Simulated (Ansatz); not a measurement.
## Scan of [Cl···H···SiH₃], doublet

Starting geometry:

```yaml
atoms:
  - { symbol: Cl, position_ang: [-1.4816, 0.0000, 0.0000] }
  - { symbol: H, position_ang: [-0.2028, 0.0000, 0.0000] }
  - { symbol: Si, position_ang: [1.6514, 0.0000, 0.0000] }
  - { symbol: H, position_ang: [2.1013, -1.4163, 0.0000] }
  - { symbol: H, position_ang: [2.1013, 0.7081, -1.2265] }
  - { symbol: H, position_ang: [2.1013, 0.7081, 1.2265] }
```

From there H2 is moved from one fragment to the other while all else, the fragments' distance too, stays fixed; atoms are numbered as listed. Energies are in kJ/mol, counted from the starting geometry at the same level. Kohn–Sham curves are unrestricted where that lies lower.

Basis cc-pVDZ; Ansatz 0.2.0. Only valence electrons are correlated (noble-gas cores frozen). R marks a restricted (for open shells ROHF) determinant, U an unrestricted one.

In so small a basis the reference is far from its limit while semilocal and hybrid functionals are nearer theirs (RPA and double hybrids share much of the reference's basis error), so the functionals' errors here hold much of the reference's basis and frozen-core error, which can add to them or hide them.

Full CI isn't at hand for all of this; UCCSDT(Q) serves as the reference, and is uncertain by about the last step of the cluster series.

```csv
distance Cl1-H2 (Å),UCCSDT(Q),PBE,r2SCAN,PBE0,B3LYP,wB97M-V,B2PLYP,PBE-QIDH,RPA-PBE
1.279,0.0,0.0,0.0,0.0,0.0,0.0,0.0,0.0,0.0
1.338,-5.6,-9.9,-8.1,-7.9,-9.0,-7.1,-7.3,-5.6,-7.1
1.456,-5.1,-14.2,-9.8,-9.6,-13.8,-8.8,-9.6,-4.5,-9.8
1.575,0.2,-6.5,-1.9,-2.2,-10.1,-3.6,-4.9,2.8,-6.7
1.693,12.8,14.3,17.1,16.4,4.8,10.8,9.1,18.5,5.1
```
